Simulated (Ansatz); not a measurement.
Isomers of C₂H₂O₂, relaxed with PBE0-D4/def2-TZVP in Ansatz; electronic energies, one conformer each and not always the lowest. Functionals use def2-TZVPP; CBS adds triple-zeta CCSD(T) − MP2 to the MP2 limit of def2-TZVPP and def2-QZVPP.

(1) Order them by energy at frozen-core CCSD(T)/CBS, lowest first. (Estimate.)
A. `O=C1CO1`
B. `O=CC=O`
C. `O=C=CO`

(2) How do B3LYP-D4, B2PLYP, r2SCAN-D4, MP2/CBS(def2) place them (kcal/mol, against `O=CC=O`)? (An estimate is asked.)

## Answers

(1) B (0.0 kcal/mol), A (9.4 kcal/mol), C (14.6 kcal/mol).

(2) Ansatz gave: 
| isomer | B3LYP-D4 | B2PLYP | r2SCAN-D4 | MP2/CBS(def2) |
| --- | --- | --- | --- | --- |
| `O=C=CO` | 12.9 | 13.9 | 11.2 | 13.4 |
| `O=C1CO1` | 9.2 | 8.9 | 3.8 | 6.6 |

B3LYP here is the variant with VWN-RPA as its local correlation; programs differ in this.
